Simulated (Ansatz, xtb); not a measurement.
## CH3MgN: which of two structures lies lower

Structure I: a singlet given by its coordinates. Structure II: `C=[N][MgH]`, a singlet. Both are gas-phase species (loosely bound parts included), relaxed with PBE0-D4/def2-TZVP.

I (Å):

```xyz
6

C     0.0060   -0.1289    0.5737
Mg    2.5040    0.1578   -1.7973
N     0.2245   -0.6323   -0.5617
H    -0.8689   -0.3512    1.1900
H    -0.5084   -1.2785   -0.8533
H     0.7323    0.5785    0.9803
```

Close contacts (Å): C1–N3 1.26, Mg2–N3 2.71, C1–H4 1.09, C1–H6 1.09, N3–H5 1.02.

II (Å):

```yaml
atoms:
  - { symbol: C, position_ang: [-0.6841, 0.5721, 0.2518] }
  - { symbol: Mg, position_ang: [-2.2705, -0.0424, 2.8573] }
  - { symbol: N, position_ang: [-1.3174, 0.3277, 1.2942] }
  - { symbol: H, position_ang: [-0.8270, 0.0096, -0.6914] }
  - { symbol: H, position_ang: [0.0770, 1.3730, 0.1777] }
  - { symbol: H, position_ang: [-3.1334, -0.3772, 4.2741] }
```

Energies in hartree; the thermal terms are from PBE0-D4/def2-TZVP harmonic frequencies (ideal gas, rigid rotor, one conformer each, 298.15 K, 1 atm) and include the zero-point energy:

|  | I | II |
| --- | --- | --- |
| E, CCSD(T)/def2-TZVPP | −294.287065 | −294.288397 |
| zero-point energy | 0.040858 | 0.033405 |
| H(298 K) − E | 0.046856 | 0.039500 |
| G(298 K) − E | 0.012836 | 0.007730 |

Q: Work out ΔE, ΔE₀, ΔH and ΔG for I → II in kcal/mol (1 Eh = 627.51 kcal/mol) and the equilibrium ratio [II]/[I].

A: 1. ΔE = −294.288397 − (−294.287065) = −0.001332 Eh = −0.84 kcal/mol.
2. ΔE₀ = ΔE + ΔZPE = −0.001332 + (−0.007453) Eh = −5.51 kcal/mol.
3. ΔH = ΔE + (−0.007356) Eh = −5.45 kcal/mol.
4. ΔG = ΔE + (−0.005106) Eh = −4.04 kcal/mol, so ΔS = (ΔH − ΔG)/T = −19.8 J/(mol K).
5. kT = 0.9442 mEh, so K = [II]/[I] = exp(−ΔG/kT) = exp(+6.82) ≈ 910.

Structure II is favoured at this temperature. An error of 1 kcal/mol in ΔG would change K by a factor of 5.4. Mirror images and further conformers aren't counted.

Other levels gave ΔE = −0.3 (PBE0-D4/def2-TZVP); −0.8 (HF/def2-TZVPP); −4.0 (MP2/def2-TZVPP) kcal/mol. The correlated steps freeze 3 core orbitals; the last core shell of Mg is correlated, in a basis made for valence electrons. Programs: Ansatz 0.2.0.
